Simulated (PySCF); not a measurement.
SO₂F₂ + F₂ → SF₄ + O₂

Level: PBE0 in the def2-SVP basis family, all electrons, no relativity, computed in PySCF with density fitting; open shells unrestricted.

```csv
species,state and structure,ZPE (kJ/mol),H(298 K) − H(0) (kJ/mol),S° (J/(mol K))
SO₂F₂,"singlet, C2v, S–F 1.576 Å (×2), S–O 1.424 Å (×2); F–S–F 94.8°, F–S–O 107.9° (×4), O–S–O 125.8°",40.6,13.8,285.9
F₂,"singlet, D∞h, F–F 1.376 Å",6.5,8.7,201.9
SF₄,"singlet, C2v, S–F 1.581 Å (×2), S–F 1.658 Å (×2); F–S–F 87.5° (×4), F–S–F 101.2°, F–S–F 172.2°",31.6,15.0,295.0
O₂,"triplet, D∞h, O–O 1.188 Å",10.6,8.7,204.8
```

Question: Is the gas-phase reaction uphill or downhill in electronic energy at this level, and by how much?

Answer: At PBE0/def2-SVP, ΔE = -119.1 kJ/mol, downhill. Fluorination of this kind underlies dry etching and chamber cleaning.

Question: Add zero-point, thermal and entropy terms for 298.15 K and 1 bar.

Answer: ΔZPE = -4.9 and Δ[H(298) − H(0)] = 1.2 kJ/mol give ΔH° = -122.8 kJ/mol. ΔS° = 12.0 J/(mol K), so ΔG° = -122.8 − 298.15 × (0.0120) = -126 kJ/mol and log₁₀K = 22.1.

Each species is the lowest minimum found with this bonding; other isomers or fragments can lie lower.
